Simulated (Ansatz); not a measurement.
The input, for Ansatz 0.2.0:

```yaml
crystal:
  periodic: [false, false, false]
  atoms:
    - {symbol: N, position_ang: [0.000000, 0.000000, 0.276300]}
    - {symbol: Li, position_ang: [0.000000, 0.000000, -1.833600]}
    - {symbol: H, position_ang: [0.000000, 0.000000, 1.557300]}
basis:
  gaussian: {orbitals: 6-31G}
magnetization: {spin_polarized: true, initial_magnetization: 3}
correlation: {method: ccsdtq, electrons: outside_noble_gas}
```

```sh
$ ansatz run in.yaml --threads 1 --pin off --events-out ev --progress --plain --max-ram 2393MiB
```

**Question.** Roughly how long does this take on 1 thread of Arm Neoverse V2, shared host, and how much host memory?

**Answer.** 12 s wall and 0.17 GiB.

```
437 factors; integrals over basis functions are off by at most 1.4e-7 eV
mean field evaluation 1: about -1696.0895 eV, gradient 5.6e0 eV
mean field evaluation 2: about -1696.0985 eV, gradient 5.6e0 eV
mean field evaluation 4: about -1696.6757 eV, gradient 9.1e-1 eV
mean field evaluation 8: about -1696.7390 eV, gradient 2.3e-1 eV
mean field evaluation 16: about -1696.5091 eV, gradient 2.2e0 eV
mean field evaluation 32: about -1690.6157 eV, gradient 1.0e-6 eV
mean field evaluation 64: about -1692.7425 eV, gradient 4.6e0 eV
mean field evaluation 96: about -1683.0512 eV, gradient 2.5e0 eV
mean field evaluation 128: about -1683.1452 eV, gradient 8.6e0 eV
mean field evaluation 160: about -1695.0522 eV, gradient 9.3e-1 eV
mean field -1696.74164942 eV, -62.3541055236 hartree, gradient 1.1e-6 eV, S^2 3.812150; 8 other end points of the search recorded, 0 dependent functions left out
determinant -1696.74164942 eV, -62.3541055236 hartree, with singles and doubles -1698.90344339 eV, -62.4335499864 hartree
determinant -1695.07224565 eV, -62.2927560664 hartree, with singles and doubles -1697.21172775 eV, -62.3713805835 hartree
determinant -1694.61732242 eV, -62.2760379461 hartree, with singles and doubles -1696.89322301 eV, -62.3596757500 hartree
determinant -1690.74522430 eV, -62.1337409646 hartree, with singles and doubles -1692.76530991 eV, -62.2079777415 hartree
determinant -1690.61573383 eV, -62.1289822778 hartree, with singles and doubles -1692.60978899 eV, -62.2022624534 hartree
2 core orbitals not correlated: weight in the atoms' cores, before any rotation towards them, 1.000 or more for the frozen orbitals, at most 0.000 for the correlated occupied ones
reference -1696.74164942 eV, -62.3541055236 hartree; 5, 2 occupied and 13, 16 virtual orbitals, 437 factors
second order -1.66100790 eV of doubles, -0.00000000 eV of singles
cycle   1  -1.93328594 eV  change   -2.7e-1 eV  update   5.0e-2
cycle   2  -2.13818467 eV  change   -2.0e-1 eV  update   3.0e-2
cycle   3  -2.18371352 eV  change   -4.6e-2 eV  update   1.5e-2
cycle   4  -2.19540458 eV  change   -1.2e-2 eV  update   8.7e-3
cycle   5  -2.20017607 eV  change   -4.8e-3 eV  update   3.8e-3
cycle   6  -2.20174299 eV  change   -1.6e-3 eV  update   2.2e-3
cycle   7  -2.20233294 eV  change   -5.9e-4 eV  update   1.1e-3
cycle   8  -2.20287527 eV  change   -5.4e-4 eV  update   5.2e-4
cycle   9  -2.20308887 eV  change   -2.1e-4 eV  update   2.8e-4
cycle  10  -2.20307527 eV  change    1.4e-5 eV  update   1.6e-4
cycle  11  -2.20308950 eV  change   -1.4e-5 eV  update   1.2e-4
cycle  12  -2.20309672 eV  change   -7.2e-6 eV  update   1.1e-4
cycle  13  -2.20311601 eV  change   -1.9e-5 eV  update   4.2e-5
cycle  14  -2.20312801 eV  change   -1.2e-5 eV  update   1.6e-5
cycle  15  -2.20313162 eV  change   -3.6e-6 eV  update   6.8e-6
cycle  16  -2.20313116 eV  change    4.6e-7 eV  update   4.2e-6
cycle  17  -2.20313018 eV  change    9.8e-7 eV  update   2.7e-6
cycle  18  -2.20312985 eV  change    3.2e-7 eV  update   1.2e-6
cycle  19  -2.20312984 eV  change    1.3e-8 eV  update   9.5e-7
cycle  20  -2.20313000 eV  change   -1.6e-7 eV  update   6.3e-7
Total energy: -1698.94477942 eV, -62.4350690577 hartree
```

For the same geometry and basis full CI lies 1.0 meV higher.
